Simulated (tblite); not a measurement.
Species: C3H6P2.
Structure used (GFN2-xTB), in Å, numbered top down from 1:
```
atom  x, y, z in Å
C1     2.4947    0.2038   -0.1798
C2     1.5059   -0.4155   -0.4730
P3     0.1479   -1.4822   -0.8353
C4    -1.2135   -0.5356    0.0303
P5    -1.4643    1.2747   -0.3342
H6     3.3400    0.7827    0.0557
H7    -0.0773   -0.9232   -2.1073
H8    -2.1560   -1.0486   -0.1963
H9    -1.0583   -0.6380    1.1110
H10   -1.3939    1.1534   -1.7240
H11   -0.1197    1.6311   -0.2532
```

Computed values, GFN2-xTB/tblite, gas phase, harmonic and unscaled. Against measured fundamentals such values can be off by several per cent, at times by over 20. Modes of hydrogen on phosphorus can be 10 to 20 % off. One conformer, not necessarily the lowest.

Harmonic wavenumbers (cm⁻¹): 62.5, 112.2, 184.9, 220.9, 237.1, 349.7, 602.5, 607.8, 635.9, 662.5, 689.3, 741.3, 788.6, 855.2, 865.6, 924.4, 1102.3, 1139.4, 1188.5, 1408.6, 2185.8, 2196.2, 2256.4, 2329.1, 2908.9, 2927.6, 3366.8.

A = 4394, B = 2040, C = 1497 MHz; mass 103.994 u (most abundant isotopes); point group C1, symmetry number 1.

Question: Zero-point energy?

Answer: Half the sum of the wavenumbers: 15775 cm⁻¹ = 188.71 kJ/mol.

Question: What is S at 298.15 K and 1 bar for an ideal gas of classical rigid rotors and harmonic oscillators?

Answer: Translation 166.78, rotation 115.37, vibration 74.83: S = 357.0 J/(mol K).

Question: And Cp and H(298.15 K) − H(0)?

Answer: Cp = 115.08 J/(mol K), of which vibrations give 81.82 (their classical limit is 27 R = 224.5); H(298.15 K) − H(0) = 22.06 kJ/mol without the zero-point energy, 12.15 from vibrations.

Question: Blend soft modes into free rotors: weight 1/[1 + (100 cm⁻¹/ν̃)⁴] for the oscillator and the rest for a rotor with moment μB/(μ + B), μ = h/(8π²ν), B = 10⁻⁴⁴ kg m². What vibrational entropy results?

Answer: 70.26 J/(mol K) in place of 74.83, which changes −T·S at 298.15 K by +1.36 kJ/mol.

Question: What must be added to the electronic energy to get the Gibbs energy at 298.15 K and 1 bar?

Answer: ZPE + [H(298.15 K) − H(0)] − T·S = 188.71 + 22.06 − 106.43 = 104.34 kJ/mol.

Question: Which modes carry the vibrational entropy at 298.15 K?

Answer: 62.5 cm⁻¹: 18.31; 112.2 cm⁻¹: 13.52; 184.9 cm⁻¹: 9.53; 220.9 cm⁻¹: 8.17; 237.1 cm⁻¹: 7.63; 349.7 cm⁻¹: 4.88 J/(mol K); the other 21 give 12.78 together.

Question: How do the functions run with temperature in this model?

Answer: 
| T (K) | S (J/(mol K)) | Cp (J/(mol K)) | H − H(0) (kJ/mol) | G − H(0) (kJ/mol) | ln q(vib) |
| --- | --- | --- | --- | --- | --- |
| 50 | 229.1 | 45.6 | 1.89 | -9.57 | 0.23 |
| 100 | 265.9 | 61.6 | 4.58 | -22.00 | 0.90 |
| 373.15 | 384.7 | 132.4 | 31.37 | -112.20 | 5.33 |
| 500 | 426.8 | 155.3 | 49.69 | -163.73 | 7.38 |
| 750 | 496.0 | 185.6 | 92.59 | -279.41 | 11.18 |
| 1000 | 552.3 | 205.4 | 141.62 | -410.67 | 14.62 |

q(vib) and H(0) count from the zero-point level.

Hindered rotation and anharmonicity are outside this model. Other conformers, if any are populated, would add a mixing term that is left out. The structure is chiral; the term R ln 2 for an equal mix with its mirror image is left out.
